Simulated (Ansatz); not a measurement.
# SiH⁺, singlet in cc-pVTZ: errors against full CI

Geometry: that of the SiH, doublet, kept fixed.

```
atom   x (Å)   y (Å)   z (Å)
  Si  0.0000  0.0000  0.0000
   H  0.0000  0.0000  1.5317
```

Basis cc-pVTZ; Ansatz 0.2.0. Only valence electrons are correlated (noble-gas cores frozen), which leaves 4 electrons in 43 orbitals. Prefix R: restricted or restricted open-shell reference; prefix U: unrestricted. Active spaces: valence = (4e, 5o) chosen from the atoms' valence shells.

Full CI is exact within this basis and frozen core; it isn't the basis-set limit. The frozen core follows each run's orbitals, which can shift R against U totals by a few meV.

- UHF ⟨S²⟩: 0.063
- T1 diagnostic (RCCSD): 0.0114
- largest doubles amplitude (RCCSD): 0.081

```csv
level,E − E(full CI) (kJ/mol),share of correlation (%),wall time
RHF,247.9,0.00,–
RMP2,64.7,73.90,–
CISD,12.0,95.16,0.87 s
RCCSD,5.5,97.78,–
RCCSD(T),1.2,99.50,0.39 s
BCCD(T),1.2,99.50,0.51 s
RCCSDT,0.2,99.93,–
RCCSDT(Q),0.0,99.99,1.5 s
CASSCF (valence space),110.7,55.34,–
NEVPT2 (valence space),38.1,84.63,0.66 s
MRCISD (valence space),4.4,98.24,–
MRCISD+Q (valence space),1.7,99.30,1.1 s
```

The correlation energy at full CI, counted from RHF, is -2.569 eV. That run took 1.5 s on 1 thread of Intel Xeon Platinum 8259CL, shared host over 208,065 determinants.

Run but not shown, since their state or frozen core can't be matched to the reference's or they repeat it: UHF.

Times hold each run's SCF and search for its determinant on a shared host, so for small cases they say little of a method's own cost; they ran on 1 thread of Intel Xeon Platinum 8259CL.

The full-CI state has the irrep A1 of C2v, in the program's axes (one component, if the state is degenerate).

Natural occupations of full CI about the gap: 1.950 1.883 0.049 0.049 0.030 0.010 0.010 0.007 0.004 0.002; effectively unpaired electrons, Σ n²(2−n)², 0.08.
